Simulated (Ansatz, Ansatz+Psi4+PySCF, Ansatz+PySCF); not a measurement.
| atom | x (Å) | y (Å) | z (Å) |
| --- | --- | --- | --- |
| C | -0.0074 | 0.0179 | -1.1921 |
| C | -0.0104 | 0.0113 | 0.2610 |
| N | 0.0166 | -0.0051 | 1.4424 |
| H | 0.9051 | -0.5173 | -1.5709 |
| H | -0.8973 | -0.5269 | -1.5723 |

Basis set: cc-pVTZ (spherical functions). Frozen core: 3 orbitals. Correlation on ROHF uses semicanonical orbitals with singles. Charge 0, multiplicity 2.

Computed with Ansatz (development build ahead of 0.2.0); each method stands on the lowest determinant of its kind that the runs found.

Give the atomization energy at this shape (free ground-state atoms in the same class of orbitals less the molecule, no zero-point energy) of doublet C₂H₂N by ROHF-MP2, UHF-MP2.

```tsv
method	atomization energy
ROHF-MP2	2084.2 kJ/mol
UHF-MP2	2039.5 kJ/mol
```

Caution: the shape is not the minimum. Caution for UHF-MP2: the unrestricted determinant is spin contaminated.
